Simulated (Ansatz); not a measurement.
A short molecular-dynamics run on C4H10S (`CSC(C)C`).

```yaml
crystal:
  periodic: [false, false, false]
  atoms:
    - {symbol: C, position_ang: [-1.869852, -0.795727, 0.412194]}
    - {symbol: S, position_ang: [-0.429436, -0.732355, 1.484442]}
    - {symbol: C, position_ang: [0.805720, 0.097461, 0.437705]}
    - {symbol: C, position_ang: [1.173624, -0.714567, -0.791801]}
    - {symbol: C, position_ang: [0.417378, 1.523861, 0.089919]}
    - {symbol: H, position_ang: [-2.221456, 0.199856, 0.138143]}
    - {symbol: H, position_ang: [-1.687037, -1.386675, -0.486312]}
    - {symbol: H, position_ang: [-2.652290, -1.287417, 0.991441]}
    - {symbol: H, position_ang: [1.669957, 0.124582, 1.110302]}
    - {symbol: H, position_ang: [1.999399, -0.237329, -1.328066]}
    - {symbol: H, position_ang: [0.332695, -0.782536, -1.486625]}
    - {symbol: H, position_ang: [1.475046, -1.727228, -0.520810]}
    - {symbol: H, position_ang: [0.181373, 2.098872, 0.986285]}
    - {symbol: H, position_ang: [1.236741, 2.021804, -0.437262]}
    - {symbol: H, position_ang: [-0.453460, 1.546700, -0.570157]}
basis:
  gaussian: {orbitals: "6-31G*"}
hamiltonian: {xc: {name: PBE}, dispersion: d3bjatm}
md: {timestep: 0.5 fs, n_steps: 20, ensemble: nvt_langevin, temperature: 1500, initial_velocities: maxwell_boltzmann, friction: 0.01, seed: 616}
```

```sh
$ ansatz run in.yaml --threads 4 --pin off --events-out ev --progress --plain --max-ram 10444MiB
```

```
step  time (fs)  potential energy (eV)  kinetic (eV)  T (K)  conserved (eV)
   0        0.0            -15135.6631        2.7145   1400               –
   1        0.5            -15135.6113        2.5904   1336               –
   2        1.0            -15135.3992        2.4253   1251               –
   3        1.5            -15135.1008        2.0011   1032               –
   4        2.0            -15134.7973        1.7187    886               –
   5        2.5            -15134.5480        1.3459    694               –
   6        3.0            -15134.3868        1.1766    607               –
   7        3.5            -15134.3057        1.0999    567               –
   8        4.0            -15134.2958        1.0992    567               –
   9        4.5            -15134.3674        1.2765    658               –
  10        5.0            -15134.5046        1.4550    750               –
  11        5.5            -15134.6569        1.6482    850               –
  12        6.0            -15134.7711        1.9315    996               –
  13        6.5            -15134.7953        1.8918    976               –
  14        7.0            -15134.6992        1.8037    930               –
  15        7.5            -15134.4849        1.6418    847               –
  16        8.0            -15134.2087        1.4102    727               –
  17        8.5            -15133.9736        1.1419    589               –
  18        9.0            -15133.8932        1.0328    533               –
  19        9.5            -15134.0412        1.2177    628               –
  20       10.0            -15134.3443        1.5097    779               –
```

Velocities are drawn at the set temperature; a run this short doesn't reach equilibrium.

Frames (Å, forces in eV/Å):

```xyz
15
time=0.0 fs
C    -1.870   -0.796    0.412   -0.088   -0.005   -0.064
S    -0.429   -0.732    1.484    0.064   -0.266    0.730
C     0.806    0.097    0.438    0.102    0.075   -0.103
C     1.174   -0.715   -0.792    0.031   -0.012   -0.006
C     0.417    1.524    0.090    0.018    0.028    0.010
H    -2.221    0.200    0.138   -0.155    0.338   -0.129
H    -1.687   -1.387   -0.486    0.026   -0.196   -0.340
H    -2.652   -1.287    0.991   -0.284   -0.160    0.164
H     1.670    0.125    1.110    0.301    0.020    0.208
H     1.999   -0.237   -1.328    0.274    0.150   -0.191
H     0.333   -0.783   -1.487   -0.282   -0.030   -0.244
H     1.475   -1.727   -0.521    0.107   -0.346    0.075
H     0.181    2.099    0.986   -0.081    0.209    0.294
H     1.237    2.022   -0.437    0.265    0.178   -0.180
H    -0.453    1.547   -0.570   -0.298    0.019   -0.224
15
time=0.5 fs
C    -1.871   -0.799    0.421    0.042    0.667   -1.179
S    -0.429   -0.733    1.485    0.193   -0.187    0.835
C     0.804    0.107    0.434    0.806   -0.396    0.357
C     1.176   -0.719   -0.792    0.162    1.135   -1.020
C     0.410    1.519    0.089   -0.117    0.560    0.331
H    -2.225    0.228    0.117    0.147   -0.729    0.196
H    -1.660   -1.407   -0.489   -0.204    0.229    0.205
H    -2.648   -1.296    0.988   -0.486   -0.214    0.300
H     1.710    0.128    1.104   -0.531    0.042   -0.245
H     2.047   -0.230   -1.327   -0.653   -0.407    0.311
H     0.328   -0.777   -1.513    0.252    0.068    0.148
H     1.447   -1.723   -0.525    0.317   -0.889    0.258
H     0.170    2.113    0.985   -0.032   -0.049    0.074
H     1.225    2.024   -0.423    0.501    0.270   -0.321
H    -0.448    1.566   -0.581   -0.398   -0.101   -0.252
15
time=1.0 fs
C    -1.871   -0.803    0.429    0.229    1.133   -2.106
S    -0.428   -0.735    1.486    0.319   -0.105    0.933
C     0.802    0.117    0.430    1.362   -0.911    0.681
C     1.178   -0.723   -0.792    0.170    2.118   -1.845
C     0.403    1.514    0.089   -0.226    1.139    0.547
H    -2.230    0.254    0.099    0.371   -1.545    0.458
H    -1.633   -1.428   -0.489   -0.447    0.610    0.652
H    -2.644   -1.303    0.987   -0.664   -0.274    0.412
H     1.745    0.131    1.098   -1.191    0.074   -0.558
H     2.093   -0.225   -1.326   -1.371   -0.819    0.646
H     0.324   -0.772   -1.541    0.735    0.157    0.531
H     1.419   -1.720   -0.531    0.498   -1.400    0.437
H     0.163    2.127    0.984   -0.004   -0.290   -0.120
H     1.214    2.027   -0.410    0.685    0.328   -0.423
H    -0.444    1.586   -0.592   -0.465   -0.215   -0.244
15
time=1.5 fs
C    -1.871   -0.807    0.437    0.429    1.392   -2.849
S    -0.427   -0.736    1.487    0.429   -0.022    1.012
C     0.801    0.127    0.426    1.758   -1.440    0.855
C     1.179   -0.727   -0.793    0.132    2.880   -2.452
C     0.396    1.510    0.089   -0.300    1.710    0.697
H    -2.235    0.275    0.082    0.524   -2.110    0.669
H    -1.606   -1.448   -0.491   -0.681    0.929    1.023
H    -2.641   -1.311    0.987   -0.788   -0.316    0.480
H     1.776    0.133    1.088   -1.668    0.124   -0.728
H     2.135   -0.221   -1.324   -1.896   -1.114    0.860
H     0.321   -0.766   -1.568    1.119    0.220    0.865
H     1.391   -1.721   -0.536    0.626   -1.789    0.573
H     0.155    2.140    0.984    0.020   -0.503   -0.276
H     1.204    2.031   -0.399    0.819    0.362   -0.491
H    -0.441    1.605   -0.602   -0.522   -0.323   -0.238
15
time=2.0 fs
C    -1.871   -0.810    0.443    0.619    1.479   -3.416
S    -0.427   -0.737    1.488    0.523    0.051    1.094
C     0.800    0.137    0.424    2.010   -1.920    0.903
C     1.181   -0.730   -0.794    0.143    3.274   -2.793
C     0.388    1.506    0.089   -0.348    2.228    0.839
H    -2.238    0.288    0.066    0.613   -2.441    0.823
H    -1.582   -1.465   -0.492   -0.886    1.175    1.302
H    -2.640   -1.317    0.986   -0.864   -0.346    0.525
H     1.802    0.134    1.075   -2.001    0.183   -0.790
H     2.172   -0.221   -1.318   -2.275   -1.320    0.977
H     0.321   -0.759   -1.593    1.393    0.257    1.116
H     1.364   -1.726   -0.536    0.673   -1.892    0.617
H     0.145    2.151    0.982    0.046   -0.683   -0.381
H     1.193    2.036   -0.389    0.950    0.395   -0.551
H    -0.438    1.625   -0.608   -0.597   -0.439   -0.264
15
time=2.5 fs
C    -1.870   -0.812    0.449    0.725    1.429   -3.780
S    -0.426   -0.737    1.488    0.604    0.117    1.187
C     0.799    0.145    0.422    2.183   -2.353    0.874
C     1.183   -0.731   -0.796    0.204    3.290   -2.892
C     0.380    1.504    0.089   -0.306    2.699    0.953
H    -2.239    0.291    0.052    0.662   -2.594    0.929
H    -1.559   -1.480   -0.490   -1.057    1.339    1.469
H    -2.642   -1.322    0.985   -0.851   -0.335    0.522
H     1.823    0.135    1.062   -2.238    0.241   -0.793
H     2.206   -0.225   -1.308   -2.540   -1.437    1.009
H     0.323   -0.752   -1.614    1.574    0.281    1.284
H     1.340   -1.736   -0.534    0.655   -1.713    0.584
H     0.135    2.161    0.979    0.067   -0.817   -0.426
H     1.183    2.043   -0.380    1.032    0.399   -0.579
H    -0.435    1.645   -0.612   -0.713   -0.546   -0.341
15
time=3.0 fs
C    -1.869   -0.814    0.454    0.688    1.256   -3.947
S    -0.424   -0.737    1.489    0.667    0.178    1.277
C     0.798    0.154    0.421    2.311   -2.786    0.794
C     1.185   -0.732   -0.799    0.287    3.057   -2.803
C     0.373    1.501    0.088   -0.202    3.145    0.942
H    -2.241    0.287    0.040    0.689   -2.626    1.010
H    -1.539   -1.490   -0.484   -1.185    1.428    1.546
H    -2.646   -1.330    0.985   -0.716   -0.249    0.444
H     1.838    0.134    1.047   -2.384    0.307   -0.743
H     2.235   -0.235   -1.294   -2.715   -1.473    0.981
H     0.330   -0.744   -1.631    1.667    0.290    1.363
H     1.320   -1.748   -0.533    0.600   -1.355    0.506
H     0.126    2.168    0.973    0.078   -0.887   -0.397
H     1.176    2.050   -0.374    1.013    0.351   -0.559
H    -0.434    1.662   -0.615   -0.799   -0.637   -0.416
15
time=3.5 fs
C    -1.868   -0.815    0.458    0.544    1.004   -3.966
S    -0.423   -0.737    1.489    0.715    0.238    1.369
C     0.797    0.162    0.421    2.396   -3.246    0.681
C     1.188   -0.733   -0.803    0.398    2.660   -2.570
C     0.367    1.499    0.087   -0.141    3.577    0.853
H    -2.243    0.278    0.029    0.702   -2.575    1.067
H    -1.522   -1.496   -0.477   -1.283    1.457    1.555
H    -2.653   -1.340    0.985   -0.483   -0.108    0.313
H     1.847    0.133    1.030   -2.452    0.373   -0.653
H     2.258   -0.250   -1.278   -2.812   -1.452    0.917
H     0.342   -0.735   -1.642    1.668    0.284    1.358
H     1.304   -1.763   -0.532    0.525   -0.870    0.401
H     0.117    2.172    0.966    0.092   -0.911   -0.332
H     1.171    2.056   -0.370    0.970    0.299   -0.525
H    -0.435    1.679   -0.615   -0.839   -0.729   -0.468
15
time=4.0 fs
C    -1.867   -0.816    0.462    0.340    0.692   -3.863
S    -0.422   -0.736    1.489    0.764    0.292    1.467
C     0.797    0.170    0.420    2.414   -3.703    0.561
C     1.191   -0.733   -0.807    0.529    2.159   -2.227
C     0.361    1.497    0.087   -0.166    3.980    0.711
H    -2.244    0.263    0.024    0.691   -2.437    1.076
H    -1.506   -1.498   -0.467   -1.363    1.440    1.514
H    -2.664   -1.349    0.985   -0.184    0.059    0.153
H     1.851    0.134    1.015   -2.453    0.428   -0.539
H     2.275   -0.270   -1.257   -2.835   -1.384    0.816
H     0.358   -0.725   -1.650    1.591    0.271    1.281
H     1.290   -1.780   -0.530    0.445   -0.329    0.282
H     0.107    2.173    0.960    0.113   -0.908   -0.252
H     1.166    2.060   -0.367    0.931    0.265   -0.499
H    -0.439    1.693   -0.615   -0.818   -0.823   -0.479
15
time=4.5 fs
C    -1.866   -0.817    0.465    0.108    0.319   -3.632
S    -0.421   -0.736    1.489    0.811    0.337    1.563
C     0.797    0.178    0.421    2.333   -4.083    0.405
C     1.195   -0.733   -0.810    0.672    1.617   -1.744
C     0.356    1.495    0.086   -0.182    4.355    0.494
H    -2.242    0.242    0.023    0.639   -2.185    1.031
H    -1.494   -1.497   -0.453   -1.396    1.365    1.398
H    -2.676   -1.358    0.985    0.138    0.238   -0.004
H     1.849    0.138    0.997   -2.356    0.464   -0.374
H     2.285   -0.293   -1.232   -2.776   -1.277    0.673
H     0.380   -0.712   -1.653    1.423    0.248    1.104
H     1.277   -1.796   -0.526    0.371    0.199    0.148
H     0.097    2.174    0.954    0.134   -0.888   -0.163
H     1.163    2.064   -0.366    0.809    0.197   -0.447
H    -0.448    1.704   -0.614   -0.729   -0.907   -0.453
15
time=5.0 fs
C    -1.865   -0.819    0.466   -0.126   -0.107   -3.267
S    -0.419   -0.736    1.490    0.846    0.376    1.654
C     0.797    0.185    0.422    2.088   -4.338    0.145
C     1.198   -0.732   -0.815    0.809    1.073   -1.115
C     0.349    1.495    0.086   -0.128    4.607    0.203
H    -2.240    0.216    0.024    0.551   -1.812    0.931
H    -1.488   -1.495   -0.435   -1.365    1.231    1.183
H    -2.688   -1.368    0.983    0.444    0.410   -0.129
H     1.840    0.145    0.976   -2.108    0.477   -0.119
H     2.289   -0.317   -1.206   -2.606   -1.142    0.507
H     0.406   -0.697   -1.653    1.139    0.218    0.816
H     1.264   -1.811   -0.521    0.311    0.694    0.000
H     0.087    2.173    0.947    0.139   -0.816   -0.034
H     1.164    2.068   -0.365    0.602    0.101   -0.370
H    -0.459    1.712   -0.612   -0.598   -0.970   -0.406
15
time=5.5 fs
C    -1.863   -0.820    0.466   -0.319   -0.592   -2.769
S    -0.418   -0.736    1.490    0.872    0.409    1.743
C     0.797    0.191    0.424    1.684   -4.496   -0.200
C     1.201   -0.731   -0.820    0.921    0.584   -0.355
C     0.342    1.496    0.086   -0.102    4.727   -0.203
H    -2.237    0.185    0.027    0.415   -1.283    0.754
H    -1.485   -1.492   -0.414   -1.283    1.036    0.882
H    -2.700   -1.375    0.979    0.713    0.548   -0.214
H     1.826    0.155    0.953   -1.722    0.471    0.203
H     2.284   -0.341   -1.180   -2.283   -0.972    0.320
H     0.439   -0.682   -1.652    0.728    0.189    0.419
H     1.253   -1.824   -0.514    0.258    1.088   -0.142
H     0.079    2.171    0.939    0.129   -0.690    0.149
H     1.168    2.069   -0.367    0.358    0.013   -0.294
H    -0.476    1.717   -0.612   -0.369   -1.031   -0.293
15
time=6.0 fs
C    -1.862   -0.821    0.466   -0.472   -1.187   -2.115
S    -0.416   -0.736    1.490    0.900    0.446    1.829
C     0.798    0.196    0.425    1.122   -4.565   -0.592
C     1.205   -0.731   -0.825    0.963    0.147    0.558
C     0.335    1.498    0.086   -0.120    4.749   -0.735
H    -2.234    0.150    0.033    0.213   -0.551    0.485
H    -1.482   -1.487   -0.391   -1.161    0.766    0.503
H    -2.711   -1.382    0.976    0.963    0.660   -0.283
H     1.810    0.166    0.930   -1.200    0.451    0.571
H     2.271   -0.369   -1.152   -1.748   -0.737    0.094
H     0.475   -0.667   -1.650    0.189    0.174   -0.113
H     1.243   -1.832   -0.506    0.204    1.336   -0.263
H     0.071    2.170    0.928    0.097   -0.517    0.401
H     1.171    2.070   -0.369    0.106   -0.073   -0.222
H    -0.496    1.721   -0.613   -0.057   -1.099   -0.118
15
time=6.5 fs
C    -1.860   -0.822    0.466   -0.543   -1.891   -1.276
S    -0.415   -0.736    1.491    0.922    0.484    1.905
C     0.798    0.201    0.427    0.367   -4.521   -1.044
C     1.208   -0.730   -0.830    0.830   -0.291    1.599
C     0.328    1.501    0.086   -0.105    4.604   -1.313
H    -2.233    0.112    0.041   -0.076    0.401    0.107
H    -1.479   -1.479   -0.367   -1.001    0.414    0.041
H    -2.720   -1.387    0.974    1.181    0.740   -0.338
H     1.790    0.178    0.910   -0.507    0.419    0.990
H     2.253   -0.399   -1.124   -0.959   -0.431   -0.173
H     0.512   -0.651   -1.648   -0.408    0.178   -0.741
H     1.233   -1.836   -0.498    0.143    1.478   -0.374
H     0.064    2.168    0.915    0.034   -0.291    0.719
H     1.175    2.071   -0.373   -0.134   -0.144   -0.162
H    -0.518    1.722   -0.616    0.256   -1.148    0.060
15
time=7.0 fs
C    -1.858   -0.824    0.465   -0.488   -2.611   -0.252
S    -0.413   -0.735    1.492    0.930    0.513    1.971
C     0.799    0.203    0.428   -0.517   -4.394   -1.530
C     1.210   -0.731   -0.834    0.439   -0.728    2.680
C     0.321    1.504    0.086   -0.040    4.365   -1.804
H    -2.232    0.075    0.052   -0.460    1.532   -0.373
H    -1.478   -1.469   -0.342   -0.776   -0.036   -0.536
H    -2.726   -1.391    0.972    1.310    0.756   -0.346
H     1.769    0.193    0.893    0.293    0.379    1.432
H     2.233   -0.430   -1.094    0.076   -0.075   -0.475
H     0.545   -0.634   -1.648   -0.966    0.198   -1.369
H     1.225   -1.837   -0.488    0.066    1.545   -0.483
H     0.057    2.168    0.905   -0.015   -0.091    0.985
H     1.181    2.068   -0.377   -0.381   -0.194   -0.102
H    -0.538    1.720   -0.618    0.528   -1.160    0.200
15
time=7.5 fs
C    -1.857   -0.826    0.464   -0.367   -3.257    0.891
S    -0.412   -0.734    1.492    0.931    0.538    2.018
C     0.799    0.206    0.429   -1.479   -4.219   -2.028
C     1.212   -0.732   -0.838   -0.248   -1.122    3.666
C     0.314    1.509    0.085    0.098    4.061   -2.166
H    -2.234    0.041    0.063   -0.905    2.736   -0.895
H    -1.480   -1.458   -0.318   -0.468   -0.581   -1.227
H    -2.728   -1.394    0.967    1.355    0.723   -0.298
H     1.750    0.208    0.878    1.153    0.347    1.877
H     2.213   -0.461   -1.065    1.318    0.301   -0.771
H     0.576   -0.616   -1.652   -1.414    0.227   -1.907
H     1.217   -1.835   -0.478   -0.022    1.539   -0.586
H     0.049    2.170    0.896   -0.046    0.078    1.200
H     1.187    2.065   -0.381   -0.618   -0.226   -0.042
H    -0.556    1.715   -0.618    0.712   -1.144    0.269
15
time=8.0 fs
C    -1.855   -0.828    0.464   -0.234   -3.689    1.995
S    -0.410   -0.733    1.493    0.922    0.564    2.039
C     0.799    0.208    0.430   -2.374   -4.021   -2.486
C     1.214   -0.733   -0.842   -1.174   -1.437    4.401
C     0.306    1.514    0.084    0.303    3.663   -2.418
H    -2.239    0.013    0.071   -1.331    3.801   -1.361
H    -1.483   -1.449   -0.296   -0.115   -1.166   -1.957
H    -2.726   -1.396    0.961    1.327    0.654   -0.211
H     1.733    0.223    0.868    1.956    0.334    2.272
H     2.196   -0.492   -1.040    2.629    0.653   -1.008
H     0.604   -0.596   -1.660   -1.682    0.240   -2.250
H     1.211   -1.831   -0.468   -0.129    1.489   -0.684
H     0.040    2.171    0.887   -0.076    0.244    1.397
H     1.191    2.062   -0.386   -0.814   -0.233    0.009
H    -0.570    1.708   -0.617    0.791   -1.097    0.263
15
time=8.5 fs
C    -1.854   -0.831    0.463   -0.135   -3.749    2.862
S    -0.408   -0.732    1.494    0.908    0.584    2.039
C     0.800    0.209    0.430   -3.033   -3.795   -2.837
C     1.215   -0.734   -0.845   -2.216   -1.588    4.744
C     0.300    1.520    0.082    0.505    3.249   -2.516
H    -2.245   -0.008    0.076   -1.635    4.521   -1.676
H    -1.487   -1.440   -0.280    0.237   -1.718   -2.638
H    -2.720   -1.396    0.953    1.212    0.532   -0.074
H     1.720    0.238    0.863    2.537    0.327    2.540
H     2.185   -0.523   -1.019    3.822    0.926   -1.161
H     0.629   -0.574   -1.675   -1.700    0.211   -2.278
H     1.204   -1.826   -0.460   -0.250    1.395   -0.775
H     0.031    2.173    0.882   -0.090    0.354    1.508
H     1.194    2.060   -0.392   -0.954   -0.226    0.046
H    -0.579    1.699   -0.616    0.793   -1.024    0.216
15
time=9.0 fs
C    -1.852   -0.834    0.464   -0.162   -3.276    3.236
S    -0.407   -0.731    1.495    0.890    0.597    2.022
C     0.800    0.209    0.429   -3.338   -3.538   -3.018
C     1.216   -0.736   -0.847   -3.081   -1.426    4.607
C     0.295    1.526    0.079    0.657    2.888   -2.454
H    -2.253   -0.019    0.075   -1.663    4.619   -1.714
H    -1.491   -1.435   -0.270    0.509   -2.124   -3.135
H    -2.713   -1.394    0.944    1.021    0.361    0.104
H     1.713    0.253    0.867    2.766    0.314    2.622
H     2.180   -0.552   -1.002    4.616    1.069   -1.208
H     0.650   -0.552   -1.697   -1.484    0.120   -1.960
H     1.198   -1.816   -0.454   -0.377    1.183   -0.820
H     0.024    2.178    0.880   -0.075    0.365    1.493
H     1.193    2.060   -0.398   -1.042   -0.210    0.067
H    -0.587    1.687   -0.613    0.763   -0.940    0.158
15
time=9.5 fs
C    -1.849   -0.839    0.465   -0.369   -2.289    2.994
S    -0.406   -0.730    1.496    0.866    0.600    1.986
C     0.800    0.209    0.428   -3.103   -3.247   -2.923
C     1.215   -0.739   -0.848   -3.264   -0.872    3.988
C     0.290    1.533    0.076    0.794    2.601   -2.270
H    -2.265   -0.018    0.068   -1.343    3.997   -1.425
H    -1.496   -1.435   -0.269    0.650   -2.296   -3.351
H    -2.705   -1.390    0.935    0.786    0.167    0.302
H     1.713    0.269    0.879    2.472    0.273    2.434
H     2.188   -0.581   -0.990    4.561    1.037   -1.120
H     0.667   -0.532   -1.723   -1.101   -0.031   -1.367
H     1.191   -1.803   -0.451   -0.506    0.817   -0.788
H     0.019    2.186    0.880   -0.032    0.291    1.377
H     1.192    2.060   -0.406   -1.113   -0.200    0.082
H    -0.594    1.675   -0.611    0.699   -0.849    0.080
15
time=10.0 fs
C    -1.847   -0.844    0.466   -0.579   -1.200    2.175
S    -0.405   -0.729    1.496    0.838    0.590    1.932
C     0.799    0.208    0.427   -2.402   -2.883   -2.587
C     1.215   -0.742   -0.848   -2.765   -0.055    3.031
C     0.285    1.539    0.071    0.975    2.332   -1.995
H    -2.280   -0.008    0.059   -0.814    2.953   -0.934
H    -1.500   -1.440   -0.277    0.610   -2.138   -3.179
H    -2.696   -1.388    0.926    0.522   -0.026    0.502
H     1.720    0.285    0.897    1.740    0.189    2.001
H     2.209   -0.608   -0.981    3.721    0.901   -0.942
H     0.679   -0.514   -1.752   -0.630   -0.234   -0.586
H     1.183   -1.787   -0.450   -0.628    0.340   -0.698
H     0.013    2.194    0.880    0.013    0.185    1.216
H     1.188    2.062   -0.415   -1.177   -0.212    0.099
H    -0.599    1.660   -0.607    0.576   -0.742   -0.035
```

Hardware: 4 threads of an Arm Neoverse V1 on a shared host. Wall time 27 s, peak host memory 0.56 GiB.
